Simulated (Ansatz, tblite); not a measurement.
# The cluster Ba2S2+: rung by rung

An exercise on one series of results from a longer session: the logs are not shown, and one member is left open.

Method: as each input shows; program: Ansatz 0.2.0, Gaussian basis.

Plan: GFN1-xTB, GFN2-xTB, PBE-D4/def2-TZVP, r2SCAN-D4/def2-TZVP, HSE06-D4/def2-TZVP, ωB97M-V/def2-TZVP, LC-ωPBE/def2-TZVP, r2SCANh-D4/def2-TZVP, BHLYP-D4/def2-TZVP, PBE+5HF/def2-TZVP, PBE+10HF/def2-TZVP, PBE+15HF/def2-TZVP, PBE+35HF/def2-TZVP, PBE+50HF/def2-TZVP, PBE-D4/def2-SVP, PBE0-D4/def2-SVP, CCSD(T)/def2-TZVPP, MP2/def2-TZVP, RPA/def2-TZVP.

**The geometry**

The geometry is that of the doublet, from an earlier relaxation (PBE-D4/def2-SVP). At that level it is the lowest of the isomers that a small search found.

4 atoms, charge 1, spin multiplicity 2.

Bond lengths: Ba1–S3 2.823 Å, Ba1–S4 2.823 Å, Ba2–S3 2.823 Å, Ba2–S4 2.823 Å. Angles: S3–Ba1–S4 68.5°, S3–Ba2–S4 68.5°, Ba1–S3–Ba2 111.5°, Ba1–S4–Ba2 111.5°.

Ba takes a core potential in the def2 sets. No spin-orbit coupling is included. The ion is computed in the gas phase, without counter-ions or solvent.

PBE0-D4/def2-TZVP was run before; its log isn't repeated, and its numbers join the tables.

The first run:

Tight binding, by tblite at 300 K electronic temperature and without a spin-polarisation term:

```python
tblite.interface.Calculator('GFN1-xTB', numbers, positions, charge=1, uhf=1).singlepoint()
```

Tight binding, by tblite at 300 K electronic temperature and without a spin-polarisation term:

```python
tblite.interface.Calculator('GFN2-xTB', numbers, positions, charge=1, uhf=1).singlepoint()
```

start.molden holds the orbitals of an earlier run on this state, given as this run's starting guess.

in.yaml

```yaml
crystal:
  periodic: [false, false, false]
  atoms:
    - {symbol: Ba, position_ang: [-2.318291, 0.146095, -0.223243]}
    - {symbol: Ba, position_ang: [2.316125, -0.142835, 0.246549]}
    - {symbol: S, position_ang: [0.120245, 1.569273, -0.220427]}
    - {symbol: S, position_ang: [-0.118079, -1.572534, 0.197121]}
basis:
  gaussian: {orbitals: def2-TZVP, initial_orbitals: start.molden}
total_charge: 1
magnetization: {spin_polarized: true, initial_magnetization: 1}
hamiltonian: {xc: pbe, dispersion: d4}
scf: {omitted_lower_state_checks: [starts]}
output: {orbitals: {seedname: orbitals}}
```

Launch:

```
ansatz run in.yaml --threads 4 --pin off --events-out ev --progress --plain --max-ram 3916MiB
```

Steps of the session up to this table: PBE-D4/def2-TZVP; r2SCAN-D4/def2-TZVP; HSE06-D4/def2-TZVP; ωB97M-V/def2-TZVP; LC-ωPBE/def2-TZVP; r2SCANh-D4/def2-TZVP; BHLYP-D4/def2-TZVP; PBE+5HF/def2-TZVP; PBE+10HF/def2-TZVP; PBE+15HF/def2-TZVP; PBE+35HF/def2-TZVP; PBE+50HF/def2-TZVP; PBE-D4/def2-SVP; PBE0-D4/def2-SVP; CCSD(T)/def2-TZVPP; MP2/def2-TZVP; RPA/def2-TZVP.

One table of the session follows, with a row left open; its other results are not shown here.

| level | HOMO (eV) | LUMO (eV) | gap (eV) |
| --- | --- | --- | --- |
| PBE-D4/def2-SVP | -8.07 | -7.27 | 0.80 |
| PBE-D4/def2-TZVP | -8.04 | -7.18 | 0.86 |
| r2SCAN-D4/def2-TZVP | -8.13 | -6.92 | 1.20 |
| r2SCANh-D4/def2-TZVP | -8.50 | -6.59 | 1.91 |
| PBE0-D4/def2-SVP | ? | ? | ? |
| PBE0-D4/def2-TZVP | -8.99 | -6.27 | 2.72 |
| HSE06-D4/def2-TZVP | -8.61 | -6.64 | 1.96 |
| BHLYP-D4/def2-TZVP | -9.79 | -5.25 | 4.54 |
| LC-ωPBE/def2-TZVP | -11.33 | -4.10 | 7.23 |
| ωB97M-V/def2-TZVP | -10.82 | -4.51 | 6.30 |
| PBE+5HF/def2-TZVP | -8.23 | -7.00 | 1.23 |
| PBE+10HF/def2-TZVP | -8.42 | -6.82 | 1.60 |
| PBE+15HF/def2-TZVP | -8.60 | -6.63 | 1.97 |
| PBE+35HF/def2-TZVP | -9.38 | -5.90 | 3.48 |
| PBE+50HF/def2-TZVP | -9.99 | -5.36 | 4.63 |

Q: Estimate the row for PBE0-D4/def2-SVP from the others.

**Answer.** HOMO (eV): -9.00; LUMO (eV): -6.35; gap (eV): 2.64. In the column «HOMO (eV)» it lies between PBE+35HF/def2-TZVP (-9.38) and PBE0-D4/def2-TZVP (-8.99).
